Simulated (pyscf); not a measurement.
`[F][SiH2]` [doublet] + `[FH]` → `[F][SiH2]` [doublet] + `[FH]` (four-centre exchange; doublet surface; F–Si, F–H broken, F–Si, F–H formed). PySCF, gas phase, ωB97X-D3(BJ)/def2-SVP geometries. MP2 and CC: frozen core, UHF for open shells. ΔMP2 is the change of the MP2 total energy from the triple- to the quadruple-zeta basis. Energies in kJ/mol from the separated reactants.

```tsv
level	barrier	reaction energy
PBE/def2-TZVP	70.5	0.0
PBE0-D3(BJ)/def2-TZVP	85.6	0.0
ωB97M-D3(BJ)/def2-TZVP	[?]	0.0
HF/def2-TZVP	165.3	0.0
MP2/def2-QZVPP	103.2	0.0
CCSD/def2-TZVPP	114.8	0.0
CCSD(T)/def2-TZVPP + ΔMP2(QZVPP)	[?]	0.0
```

### Question
Some entries are withheld; supply them.

### Answer

- ωB97M-D3(BJ)/def2-TZVP, barrier: 89.6
- CCSD(T)/def2-TZVPP + ΔMP2(QZVPP), barrier: 105.6

Of the functionals in the table, ωB97M-D3(BJ) is closest to CCSD(T)/def2-TZVPP + ΔMP2(QZVPP) in the barrier (16.0 kJ/mol apart) and PBE least close (35.1 kJ/mol); that level has limits of its own. On the reactant side the descent ends in a complex, 17.1 kJ/mol under the separated species and 111.0 kJ/mol under the saddle at ωB97X-D3(BJ)/def2-TZVP. At ωB97X-D3(BJ) the barrier from the zero used here is 93.9 kJ/mol. One saddle was located; it need not be the lowest between these sides. The CCSD(T) − MP2 part came from Ansatz, without density fitting, on the same reference.
